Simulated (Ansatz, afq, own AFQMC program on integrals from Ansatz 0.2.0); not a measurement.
BNH, doublet in cc-pVQZ, levels against AFQMC with the constraint released

```xyz
3

B     0.0000    0.0000    1.1532
N     0.0000    0.0000   -0.0803
H     0.0000    0.0000   -1.0729
```

Connectivity, by distances: B–NH.

Basis cc-pVQZ. Only valence electrons are correlated. Integrals, coupled cluster, full CI and functionals: Ansatz 0.2.0; the random walks run on the same integrals in our own AFQMC program. ph-AFQMC/CISD is guided by a CISD state made of CCSD amplitudes; releasing the constraint for a short imaginary time cuts its bias at the price of noise, slowly where states lie close. ± is one standard error of the sampling.

Determinant: UHF, the one that the program's search chose, which needn't be the lowest solution. The geometry is a PBE0/def2-TZVP stationary point of this or a neighbouring charge and spin state.

No full CI on the walks' own integrals is used here. The released AFQMC energy serves as the reference, which it does only where one determinant dominates, the energy is flat over the last release times and near the phaseless one (40 meV or 2 meV an electron, half that with transition metals). On small molecules, where full CI could be run and the noise was under 10 meV, such values lay within 10 meV of it in 19 cases of 20, a flattering rate, since the rule was set on those same cases; what remains of the bias isn't in the error bar.

Cautions: unrestricted determinant slightly spin contaminated (⟨S²⟩ 0.83 against 0.75); the released value is read at 2.40 1/Eh with a noise of 14 meV, more than in the cases checked (meV from the phaseless value at times in 1/Eh: -5 ± 12 at 0.24, -24 ± 9 at 0.51, -19 ± 8 at 0.99, -8 ± 13 at 1.62, -8 ± 14 at 2.40).

```
T1 diagnostic                               : 0.0284
weight of the determinant in the CISD state : 0.890
⟨S²⟩ of the determinant                     : 0.835
size of the correlated space                : 9 electrons in 138 orbitals
```

Reference: AFQMC with the constraint released, correlation energy -8.428 ± 0.014 eV.

| level | E − E(reference) (kcal/mol) | share of correlation (%) |
| --- | --- | --- |
| HF | 194.34 ± 0.31 | 0.00 |
| MP2 | 14.57 ± 0.31 | 92.50 |
| CCSD | 9.75 ± 0.31 | 94.98 |
| CCSD(T) | 0.39 ± 0.31 | 99.80 |
| ph-AFQMC/HF | 3.28 ± 1.06 | 98.31 |
| ph-AFQMC/CISD | 0.18 ± 0.43 | 99.91 |

A walk keeps the symmetry of its determinant, which the program's search chose and which needn't be the lowest solution, so a lower state of the same spin and another symmetry isn't excluded. Released energies are given only where the last usable release times agree within the noise; a slower fall can still hide under it.
